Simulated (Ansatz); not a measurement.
Density of states of Nb$_{2}$P$_{5}$ (Pnma, a = 16.696 Å, b = 3.306 Å, c = 7.865 Å, α = 90.00°, β = 90.00°, γ = 90.00°), in states per eV and primitive cell, averaged over bins of 0.5 eV. The calculation used Ansatz 0.2.0, DFT PBEsol, scalar-relativistic, plane waves, PAW.

Plane waves to 420 eV, a k mesh through Γ of 2×10×6 on the computed 28-atom cell and Gaussian smearing (0.10 eV); no spin polarisation.

The cell is relaxed at this level. The states (both spins) are summed by tetrahedra on a 3×15×9 mesh at the self-consistent density. Energies are bin centres; the table starts no lower than −8 eV and ends at 6 eV, or lower where the solved bands end.

It is a metal at this level.

| E − E_F (eV) | total | P 3p | Nb 4d | P 3s | Nb 5s |
| --- | --- | --- | --- | --- | --- |
| -7.80 | 1.02 | 0.27 | 0.15 | 0.55 | 0.04 |
| -7.30 | 4.79 | 3.69 | 0.64 | 0.24 | 0.14 |
| -6.80 | 8.21 | 6.11 | 1.23 | 0.49 | 0.23 |
| -6.30 | 10.07 | 7.24 | 1.59 | 0.66 | 0.37 |
| -5.80 | 11.33 | 7.86 | 1.96 | 0.87 | 0.39 |
| -5.30 | 13.78 | 9.45 | 2.58 | 1.01 | 0.44 |
| -4.80 | 14.46 | 9.76 | 3.11 | 0.90 | 0.37 |
| -4.30 | 15.33 | 10.08 | 3.71 | 0.85 | 0.37 |
| -3.80 | 17.23 | 10.80 | 4.82 | 0.91 | 0.29 |
| -3.30 | 20.11 | 11.98 | 6.61 | 0.79 | 0.23 |
| -2.80 | 23.99 | 12.80 | 9.40 | 0.83 | 0.21 |
| -2.30 | 21.63 | 10.78 | 9.40 | 0.57 | 0.16 |
| -1.80 | 20.78 | 10.26 | 9.22 | 0.48 | 0.14 |
| -1.30 | 8.16 | 4.06 | 3.59 | 0.20 | 0.04 |
| -0.80 | 2.38 | 1.22 | 1.04 | 0.03 | 0.01 |
| -0.30 | 6.80 | 2.26 | 3.63 | 0.52 | 0.06 |
| 0.20 | 12.09 | 3.76 | 6.64 | 0.88 | 0.09 |
| 0.70 | 14.98 | 4.88 | 7.40 | 1.39 | 0.15 |
| 1.20 | 13.29 | 4.29 | 5.98 | 1.62 | 0.17 |
| 1.70 | 16.02 | 5.00 | 7.32 | 2.05 | 0.20 |
| 2.20 | 19.40 | 6.58 | 8.40 | 2.00 | 0.26 |
| 2.70 | 21.82 | 7.44 | 9.49 | 2.13 | 0.34 |
| 3.20 | 20.78 | 7.94 | 8.59 | 1.44 | 0.32 |
| 3.70 | 20.08 | 8.82 | 6.64 | 1.38 | 0.32 |
| 4.20 | 17.73 | 8.12 | 5.30 | 0.92 | 0.42 |
| 4.70 | 20.42 | 9.59 | 5.96 | 0.86 | 0.59 |
| 5.20 | 16.50 | 7.36 | 4.03 | 0.56 | 0.84 |
| 5.70 | 13.85 | 5.05 | 2.59 | 0.49 | 0.92 |

The columns after the total are the main Löwdin projections on the occupied valence shells of the potentials; 2 others are left out. The rest of the total lies in those, in shells that are empty in the free atom, which aren't projected, and between the atoms.

Whether Nb2P5 exists in this form wasn't checked.

Cost: 1 run of about 14 core-minutes, on Oxide Virtual Turin-like Processor (Zen 5) (shared hosts).